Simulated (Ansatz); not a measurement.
ammonia (SMILES N) moved off its minimum; all values from Ansatz (a program for electronic structure), cores frozen in correlated methods.
(charge 0, multiplicity 1)
```xyz
4

N     -0.00413    -0.07358    -0.01025
H     -0.42410    -0.80789    -0.29608
H     -0.32863     0.91843    -0.24263
H      1.01069    -0.11744    -0.40067
```

Task: Give the forces (eV/Å), the total energy and the dipole at CCSD(T)/aug-cc-pVTZ.

Result: 
```csv
atom,Fx,Fy,Fz
N1,6.809,8.225,1.762
H2,-4.396,-5.710,-2.893
H3,-0.015,-2.593,0.125
H4,-2.398,0.078,1.007
```
Energy -56.4539 hartree, dipole 1.26 D.
